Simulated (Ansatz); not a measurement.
## Structure relaxation of Ni3O

Method: Ansatz, DFT PBE, scalar-relativistic, plane waves, PAW. Cutoff 420 eV, Γ-centred k mesh, Gaussian smearing, collinear spin, first started from parallel moments.

The start puts Ni3O on the Cu3Au (L1_2) structure type (Pm-3m, No. 221), with O in place of Au, Ni in place of Cu, at a guessed volume.

```
Ni O
1.0
     3.29873    0.00000    0.00000
     0.00000    3.29873    0.00000
     0.00000    0.00000    3.29873
Ni O
3 1
Direct
  0.00000 0.50000 0.50000
  0.50000 0.00000 0.50000
  0.50000 0.50000 0.00000
  0.00000 0.00000 0.00000
```

Cell and atoms relax at zero pressure; the relaxation can't lower the symmetry of the start. After a coarse first stage the cell is made exact in the group found at 0.06 Å.

Formation energies are uncorrected and refer to the elements' standard structures at the same level (O₂ as a molecule).

Q: What does it relax into?

A: It keeps Pm-3m (No. 221). The result has the Cu3Au (L1_2) structure. Conventional cell: a = 3.484 Å. Ni is coordinated by 4 O at 2.46 Å and 8 Ni at 2.46 Å; O is coordinated by 12 Ni at 2.46 Å.

```cif
data_structure
_symmetry_space_group_name_H-M 'Pm-3m'
_symmetry_Int_Tables_number 221
_cell_length_a 3.4841
_cell_length_b 3.4841
_cell_length_c 3.4841
_cell_angle_alpha 90.000
_cell_angle_beta 90.000
_cell_angle_gamma 90.000
_cell_volume 42.29
loop_
_atom_site_label
_atom_site_type_symbol
_atom_site_symmetry_multiplicity
_atom_site_Wyckoff_symbol
_atom_site_fract_x
_atom_site_fract_y
_atom_site_fract_z
_atom_site_occupancy
Ni1 Ni 3 c 0.00000 0.50000 0.50000 1
O1 O 1 a 0.00000 0.00000 0.00000 1
```

Q: What are its volume, energy, gap and moment?

A: The volume per atom is 10.57 Å³ and the density is 7.54 g/cm³. The energy over the elements is 0.48 eV/atom. The gap on the 14×14×14 mesh is 0 eV (a metal) and the net moment per atom is 0.77 μB. The largest site moment is 0.95 μB.

The final run used a 14×14×14 mesh on its 4-atom cell and 0.10 eV smearing. For metals, differences of a few meV/atom aren't resolved. Symmetry constrained the relaxation, so the result can be a saddle point.

Cost: 3 runs of about 3.3 core-minutes in all, on Intel Xeon Platinum 8259CL (Skylake/Cascade Lake) (shared hosts).